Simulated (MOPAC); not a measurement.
MOPAC input (PM3):

```
PM3 1SCF GEO-OK AUX(PRECISION=9) THREADS=1
ClNa

Na   -0.00000000 1   -0.00000000 1   -1.43481058 1
Cl    0.00000000 1    0.00000000 1    0.92840684 1
```

Task: What heat of formation does the run end on, and which ionisation energy by Koopmans theorem?

Result: -40.30 kcal/mol; 9.31 eV.
